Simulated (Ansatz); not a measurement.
Basis-set extrapolation for C₈H₁₈ (`CCCCCCCC`) (PBE0-D4/def2-TZVP geometry, frozen core, Ansatz). Multiplicity 1, RHF reference.

|  | def2-TZVPP | def2-QZVPP |
| --- | --- | --- |
| HF | -313.545308 | -313.560221 |
| MP2 correlation | -1.416087 | -1.503108 |
| CCSD(T) correlation | -1.566948 | not run |

Energies in hartree. Use E(X) = E(∞) + A·exp(−7.88·√X) for Hartree–Fock and E(X) = E(∞) + B·X^(−2.97) for correlation, with X = 3 and 4, and add CCSD(T) minus MP2 of the smaller set to the MP2 limit.

Question: What is the CCSD(T) energy at the basis-set limit?

Answer: HF limit: -313.560221 + (-0.014913) × 0.13774 = -313.56228. MP2 limit: -1.503108 + (-0.087021) × 0.74074 = -1.56757. Higher-order term: -1.566948 − (-1.416087) = -0.15086. Total: -315.28071 hartree, 4.58 eV below CCSD(T)/def2-TZVPP.
